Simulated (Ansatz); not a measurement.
# One shape, several levels: doublet [C3H4F2]+

We compute a comparison of 6 runs (U-r2SCAN/def2-SVP, U-r2SCAN0/def2-SVP, UB3LYP/def2-SVP, UHSE06/def2-SVP, RPA@PBE0/def2-SVP, UCCSD(T)/def2-SVP) of doublet [C3H4F2]+. 

Program for the calculation: Ansatz 0.2.0.

50 further runs of the same task are left out: 50 set aside as unsound or not needed. Runs told in other sessions of the task aren't counted.

**1. The structure to begin with**

The species is [C3H4F2]+ (9 atoms), meant as a doublet with charge +1. SMILES of the parent species: `FC1CC1F`. The coordinates come from a PBE0-D4/def2-TZVP relaxation. That shape belongs to the parent species and isn't relaxed for this state.

Bond lengths: F1–C2 1.356 Å, C2–C3 1.495 Å, C2–C4 1.489 Å, C3–C4 1.495 Å, C4–F5 1.356 Å, C2–H6 1.084 Å, C3–H7 1.083 Å, C3–H8 1.084 Å, C4–H9 1.084 Å. Some angles: F1–C2–C3 117.2°, F1–C2–C4 117.5°, C3–C2–C4 60.1°, C2–C3–C4 59.7°, C2–C4–C3 60.1°, C2–C4–F5 117.4°, C3–C4–F5 117.2°, F1–C2–H6 112.2°, C3–C2–H6 120.8°, C4–C2–H6 119.9°.

**2. The energy at U-r2SCAN/def2-SVP (run 1)**

Contents of job.yaml:

```yaml
basis:
  gaussian:
    orbitals: def2-SVP
crystal:
  periodic: [false, false, false]
  atoms:
    - symbol: F
      position_ang: [-0.169600, 1.608000, -1.012600]
    - symbol: C
      position_ang: [0.216800, 0.825500, 0.025400]
    - symbol: C
      position_ang: [0.580500, -0.591100, -0.284000]
    - symbol: C
      position_ang: [-0.696000, -0.279700, 0.428900]
    - symbol: F
      position_ang: [-1.848900, -0.425100, -0.270300]
    - symbol: H
      position_ang: [0.755400, 1.385300, 0.781900]
    - symbol: H
      position_ang: [1.394400, -1.070200, 0.245000]
    - symbol: H
      position_ang: [0.461700, -0.872500, -1.323800]
    - symbol: H
      position_ang: [-0.820200, -0.522400, 1.478400]
total_charge: 1
magnetization:
  spin_polarized: true
  initial_magnetization: 1
hamiltonian:
  xc: {name: r2SCAN}
accuracy: high
output:
  orbitals: {seedname: orbitals}
```

Launch:

```console
$ ansatz run job.yaml --threads 1 --pin off --max-ram 2610MiB --events-out events.jsonl --progress --plain --runs-dir runs
```

Standard output:

```text
Warning: RAYON_NUM_THREADS=1 ignored (pool sized by the plan → 1); use --threads N
Functional definition: r2SCAN
  name "r2SCAN"
  parameter k0 = 0.174
  parameter k1 = 0.065
  parameter a1 = 4.9479
  exchange = r2scan_x(k0 = k0, k1 = k1, a1 = a1)
  correlation = r2scan_c
2130 factors; integrals over basis functions are off by at most 3.5e-9 eV
mean field evaluation 1: about -8580.9649 eV, gradient 3.8e1 eV
mean field evaluation 2: about -8578.6698 eV, gradient 4.3e1 eV
mean field evaluation 4: about -8587.1389 eV, gradient 2.2e0 eV
mean field evaluation 8: about -8587.1669 eV, gradient 3.5e-1 eV
mean field evaluation 16: about -8587.1677 eV, gradient 9.2e-4 eV
mean field evaluation 32: about -8586.7673 eV, gradient 5.8e0 eV
mean field -8587.16765399 eV, -315.5725906929 hartree, gradient 4.5e-8 eV, S^2 0.753859; 3 other end points of the search recorded, 0 dependent functions left out
reference -8587.16765530 eV, -315.5725907409 hartree; 20, 19 occupied and 70, 71 virtual orbitals, 2130 factors
Total energy: -8587.16765530 eV, -315.5725907409 hartree
```

Run time: 23 s. Hardware: 1 thread of Arm Neoverse V2, shared host; peak memory 0.43 GiB.

**3. The energy at U-r2SCAN0/def2-SVP (run 2)**

job.yaml: that of step 2 with these lines changed.

```diff
@@ -1,4 +1 @@
-basis:
-  gaussian:
-    orbitals: def2-SVP
 crystal:
@@ -24,3 +21,8 @@
       position_ang: [-0.820200, -0.522400, 1.478400]
-total_charge: 1
+basis:
+  gaussian:
+    orbitals: def2-SVP
+hamiltonian:
+  xc: {name: r2SCAN0}
+output: {orbitals: {seedname: orbitals}}
 magnetization:
@@ -28,6 +30,3 @@
   initial_magnetization: 1
-hamiltonian:
-  xc: {name: r2SCAN}
 accuracy: high
-output:
-  orbitals: {seedname: orbitals}
+total_charge: 1
```

Launch:

```console
$ ansatz run job.yaml --threads 1 --pin off --max-ram 2610MiB --events-out events.jsonl --progress --plain --runs-dir runs
```

Standard output:

```text
Warning: RAYON_NUM_THREADS=1 ignored (pool sized by the plan → 1); use --threads N
Functional definition: r2SCAN0
  name "r2SCAN0"
  parameter a = 0.25
[... 3 set-up lines as earlier in the session ...]
  exchange = (1 - a)*r2scan_x(k0 = k0, k1 = k1, a1 = a1) + a*exact_x
[... 1 set-up line as earlier in the session ...]
2130 factors; integrals over basis functions are off by at most 3.5e-9 eV
mean field evaluation 1: about -8580.9181 eV, gradient 3.5e1 eV
mean field evaluation 2: about -8581.1432 eV, gradient 3.7e1 eV
mean field evaluation 4: about -8585.5681 eV, gradient 1.1e0 eV
mean field evaluation 8: about -8585.8387 eV, gradient 2.6e-1 eV
mean field evaluation 16: about -8585.8393 eV, gradient 8.3e-4 eV
mean field evaluation 32: about -8585.8393 eV, gradient 9.8e-7 eV
mean field -8585.83933467 eV, -315.5237758581 hartree, gradient 5.7e-8 eV, S^2 0.756834; 2 other end points of the search recorded, 0 dependent functions left out
reference -8585.83933565 eV, -315.5237758942 hartree; 20, 19 occupied and 70, 71 virtual orbitals, 2130 factors
Total energy: -8585.83933565 eV, -315.5237758942 hartree
```

Wall time 32 s (1 thread of Arm Neoverse V2, shared host); peak memory 0.56 GiB.

Runs 3 to 4 aren't shown in full; the table further down has their settings and results.

**4. The energy at RPA@PBE0/def2-SVP (run 5)**

Contents of in.yaml:

```yaml
crystal:
  periodic: [false, false, false]
  atoms:
    - symbol: F
      position_ang: [-0.169600, 1.608000, -1.012600]
    - symbol: C
      position_ang: [0.216800, 0.825500, 0.025400]
    - symbol: C
      position_ang: [0.580500, -0.591100, -0.284000]
    - symbol: C
      position_ang: [-0.696000, -0.279700, 0.428900]
    - symbol: F
      position_ang: [-1.848900, -0.425100, -0.270300]
    - symbol: H
      position_ang: [0.755400, 1.385300, 0.781900]
    - symbol: H
      position_ang: [1.394400, -1.070200, 0.245000]
    - symbol: H
      position_ang: [0.461700, -0.872500, -1.323800]
    - symbol: H
      position_ang: [-0.820200, -0.522400, 1.478400]
basis:
  gaussian:
    orbitals: def2-SVP
total_charge: 1
hamiltonian:
  xc: {name: PBE0}
magnetization:
  spin_polarized: true
  initial_magnetization: 1
correlation:
  method: rpa
  frozen_orbitals: {C: 1, F: 1, H: 0}
accuracy: high
```

Launch:

```console
$ ansatz run in.yaml --threads 1 --pin off --max-ram 2610MiB --events-out events.jsonl --progress --plain --runs-dir runs
```

Standard output:

```text
Warning: RAYON_NUM_THREADS=1 ignored (pool sized by the plan → 1); use --threads N
Functional definition: PBE0
  name "PBE0"
[... 1 set-up line as earlier in the session ...]
  parameter kappa = 0.804
  parameter beta = 0.06672455060314922
  exchange = (1 - a)*pbe_x(kappa = kappa, mu = beta*pi^2/3) + a*exact_x
  correlation = pbe_c(beta = beta)
2130 factors; integrals over basis functions are off by at most 3.5e-9 eV
mean field evaluation 1: about -8577.0320 eV, gradient 3.6e1 eV
mean field evaluation 2: about -8577.3146 eV, gradient 3.6e1 eV
mean field evaluation 4: about -8582.0726 eV, gradient 8.9e0 eV
mean field evaluation 8: about -8582.3767 eV, gradient 3.7e-1 eV
mean field evaluation 16: about -8582.3777 eV, gradient 2.8e-4 eV
mean field evaluation 32: about -8582.3777 eV, gradient 1.5e-6 eV
mean field -8582.37772596 eV, -315.3965640846 hartree, gradient 6.4e-8 eV, S^2 0.753952; 2 other end points of the search recorded, 0 dependent functions left out
5 core orbitals not correlated: weight in the atoms' cores, before any rotation towards them, 1.000 or more for the frozen orbitals, at most 0.000 for the correlated occupied ones
reference -8546.65405760 eV, -314.0837434866 hartree; 15, 14 occupied and 70, 71 virtual orbitals, 2130 factors
Total energy: -8576.20252007 eV, -315.1696294539 hartree
```

It took 27 s on 1 thread of Arm Neoverse V2, shared host; peak memory 0.47 GiB.

**5. A single-point energy at UCCSD(T)/def2-SVP (run 6)**

Contents of molecule.yaml:

```yaml
basis:
  gaussian: {orbitals: def2-SVP}
crystal:
  periodic: [false, false, false]
  atoms:
    - {symbol: F, position_ang: [-0.169600, 1.608000, -1.012600]}
    - {symbol: C, position_ang: [0.216800, 0.825500, 0.025400]}
    - {symbol: C, position_ang: [0.580500, -0.591100, -0.284000]}
    - {symbol: C, position_ang: [-0.696000, -0.279700, 0.428900]}
    - {symbol: F, position_ang: [-1.848900, -0.425100, -0.270300]}
    - {symbol: H, position_ang: [0.755400, 1.385300, 0.781900]}
    - {symbol: H, position_ang: [1.394400, -1.070200, 0.245000]}
    - {symbol: H, position_ang: [0.461700, -0.872500, -1.323800]}
    - {symbol: H, position_ang: [-0.820200, -0.522400, 1.478400]}
total_charge: 1
scf: {omitted_lower_state_checks: [cluster_reference, increment]}
correlation: {method: ccsd_t, frozen_orbitals: {C: 1, F: 1, H: 0}}
magnetization: {spin_polarized: true, initial_magnetization: 1}
accuracy: high
```

Launch:

```console
$ ansatz run molecule.yaml --threads 1 --pin off --max-ram 2610MiB --events-out events.jsonl --progress --plain --runs-dir runs
```

Standard output:

```text
Warning: RAYON_NUM_THREADS=1 ignored (pool sized by the plan → 1); use --threads N
[... 13 lines left out ...]
5 core orbitals not correlated: weight in the atoms' cores, before any rotation towards them, 1.000 or more for the frozen orbitals, at most 0.000 for the correlated occupied ones
[... 36 lines left out ...]
Total energy: -8569.74607281 eV, -314.9323593932 hartree
Checks for a lower state left out: cluster_reference, increment
```

It took 2.2 min on 1 thread of Arm Neoverse V2, shared host; peak memory 1.3 GiB.

**6. Overview of the runs**

| run | level | frozen core orbitals | energy (Eh) | HOMO energy (eV) | LUMO energy (eV) | ⟨S²⟩ | wall time |
| --- | --- | --- | --- | --- | --- | --- | --- |
| 1 | U-r2SCAN/def2-SVP | – | -315.572591 | -14.61 | -13.91 | 0.754 | 23 s |
| 2 | U-r2SCAN0/def2-SVP | – | -315.523776 | -16.09 | -13.11 | 0.757 | 32 s |
| 3 | UB3LYP/def2-SVP | – | -315.721656 | -15.54 | -13.40 | 0.753 | 17 s |
| 4 | UHSE06/def2-SVP | – | -315.382432 | -15.41 | -13.59 | 0.754 | 16 s |
| 5 | RPA@PBE0/def2-SVP | 5 | -315.169629 | – | – | 0.754 | 27 s |
| 6 | UCCSD(T)/def2-SVP | 5 | -314.932359 | – | – | 0.770 | 2.2 min |

**7. Summary of results**

| quantity | value |
| --- | --- |
| run 6: total energy | -314.93236 Eh |
| run 6: correlation energy (5 core orbitals frozen) | -815.5 mEh |
| run 6: (T) correction | -23.02 mEh |
| run 6: ⟨S²⟩ of the reference determinant | 0.770 |
| run 6: T1 diagnostic | 0.024 |

In words: Totals of different functionals can't be ranked against each other. All runs together took 4.1 min, the longest 2.2 min.
